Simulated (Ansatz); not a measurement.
`C[BH][AlH2]` → `[BH2][AlH2]` + `[CH2]` (triplet) at 500 K and 1 bar (formal loss of a carbene).

Computed with Ansatz on PBE0-D4/def2-TZVP structures; ΔE is electronic, products minus reactants. CCSD(T)/CBS adds triple-zeta CCSD(T) − MP2 to the extrapolated MP2 energy (def2 sets, frozen cores). This one scheme is used for every species. Triplets are unrestricted, without spin–orbit coupling.

```csv
species,CCSD(T)/CBS energy (Eh),H − E (kJ/mol),S (J/(mol·K))
`C[BH][AlH2]`,-308.41859,199.0,364.4
`[BH2][AlH2]`,-269.14094,113.4,300.6
`[CH2]` (triplet),-39.09499,62.7,213.9
```

H − E and S are ideal-gas, rigid-rotor, harmonic terms from PBE0-D4/def2-TZVP, for one conformer and one mirror image of each species, with the whole ground term of open shells counted as degenerate. 1 Eh = 2625.50 kJ/mol, R = 8.31446 J/(mol·K).

Problem. By hand: ΔE, ΔH, ΔS and ΔG.

Solution. ΔE = (-269.14094) + (-39.09499) − (-308.41859) = 0.18266 Eh = 479.6 kJ/mol. Δ(H − E) = 113.4 + 62.7 − 199.0 = -22.9, so ΔH = 456.7 kJ/mol. ΔS = 300.6 + 213.9 − 364.4 = 150.1 J/(mol·K). ΔG = 456.7 − 500 × (150.1)/1000 = 381.6 kJ/mol.

Problem. By hand: the equilibrium constant, and the temperature at which ΔG would vanish if ΔH and ΔS stayed fixed.

Solution. log₁₀ K = −ΔG/(RT ln 10) = -39.9. ΔG = 0 at ΔH/ΔS = 3043 K, far beyond where these terms or the molecules hold.

The number of gas molecules changes by +1, which sets the sign of ΔS. A doubt of 5 kJ/mol in ΔE shifts log₁₀ K by 0.5 here. Other conformers and mirror images would add mixing entropy, several J/(mol·K) or more a flexible species. A triplet takes part, so the spin changes. These are equilibria of isolated gas molecules and say nothing of rates. Largest T1 diagnostic: 0.011 (customary marks: 0.02 for closed shells, 0.045 for open ones).
